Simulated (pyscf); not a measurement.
HO–In(OH)–O–SiH₃ (SMILES [OH][In]([OH])[O][SiH3]) + H₂O (SMILES O) → HO–SiH₃ (SMILES O[SiH3]) + HO–In(OH)–OH (SMILES [OH][In]([OH])[OH]) (four-centre exchange; singlet surface; In–O, H–O broken, H–O, In–O formed). PySCF, gas phase, ωB97X-D3(BJ)/def2-SVP geometries. Energies in eV from the separated reactants.

```tsv
level	barrier	reaction energy
ωB97X-D3(BJ)/def2-TZVP	[?]	[?]
PBE/def2-TZVP	-0.42	+0.11
r²SCAN/def2-TZVP	[?]	+0.17
PBE0-D3(BJ)/def2-TZVP	-0.46	+0.19
ωB97M-D3(BJ)/def2-TZVP	-0.39	+0.18
HF/def2-TZVP	0.05	+0.24
```

### Question
Complete the blanks.

### Answer

- ωB97X-D3(BJ)/def2-TZVP, barrier: -0.45
- ωB97X-D3(BJ)/def2-TZVP, reaction energy: +0.25
- r²SCAN/def2-TZVP, barrier: -0.51

On the reactant side the descent ends in an adduct with a In–O contact, 0.89 eV under the separated species and 0.45 eV under the saddle at ωB97X-D3(BJ)/def2-TZVP. On the product side the descent ends in an adduct with a In–O contact, 0.89 eV under the separated species and 0.19 eV under the saddle at ωB97X-D3(BJ)/def2-TZVP. At ωB97X-D3(BJ), PBE, r²SCAN, PBE0-D3(BJ), ωB97M-D3(BJ) the saddle lies under the separated reactants, which points to a path from their complex (located at ωB97X-D3(BJ) alone). At ωB97X-D3(BJ), PBE, r²SCAN, PBE0-D3(BJ), ωB97M-D3(BJ), HF the saddle lies under the separated products, which points to a path from their complex (located at ωB97X-D3(BJ) alone), and parting the products costs more than the saddle. What is counted as formed (In–O) is already present as a longer contact in the reactant adduct; forming that adduct is a step of its own. What is counted as broken (In–O) persists as a longer contact in the product adduct; parting that adduct is a step of its own. This is the saddle that the search found; another between the same sides may lie lower. Elements past Kr carry the def2 core potentials, without spin-orbit coupling.
